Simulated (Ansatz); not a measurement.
# Competing steps

Reactants: Si₂H₆ ([SiH3][SiH3]) + CH₄ (brackets give SMILES or just the links). Saddle points were found for several chosen steps; others may exist. Gas-phase electronic energies, without zero-point energy, by CCSD(T) at an estimated basis limit (MP2 extrapolated from triple and quadruple zeta, plus CCSD(T) − MP2 in triple zeta); Ansatz 0.2.0, def2-TZVPP and QZVPP, frozen cores, on PBE0-D4/def2-TZVP structures. Extrapolation: Hartree–Fock as exp(−7.88 √X), correlation as X^−2.97. No counterpoise correction.

(1) Rank the steps by the energy of their saddle points, lowest first, and give each saddle's height above the lowest. (An estimate is asked for; the value comes from the calculation.)
A. four-centre ligand exchange, to CH₆Si ([CH3][SiH3]) + SiH₄ (breaks or loosens C–H, Si–Si; forms C–Si, H–Si)
B. four-centre ligand exchange, to CH₈Si₂ ([CH3][SiH2][SiH3]) + H₂ (breaks or loosens C–H, H–Si; forms C–Si, H–H)

(2) Does the lowest of these saddles lead to the lowest end structure (the products still in contact)? (A judgement: the text doesn't fix the answer.)

No T1 diagnostic of these runs exceeds 0.013.

For scale, one of the runs: CCSD(T)/def2-TZVPP, 255 basis functions, launched by `ansatz run in.yaml --threads 4 --pin off --events-out ev --progress --plain --max-ram 9574MiB`. Hardware: 4 CPU threads of an Arm Neoverse V1, shared host. Wall time 90 s; peak host memory 5.3 GiB.

Results:

(1) Computed: B (0.0 kJ/mol), A (14.7 kJ/mol). Heights count from the lowest.

The lowest of these saddles lies at 332.1 kJ/mol relative to the separated reactants.

(2) Computed: No: the step over a higher saddle ends lower. Relative to the separated reactants, the ends lie at 26.8 (CH₈Si₂ ([CH3][SiH2][SiH3]) + H₂); 3.3 (CH₆Si ([CH3][SiH3]) + SiH₄) kJ/mol.
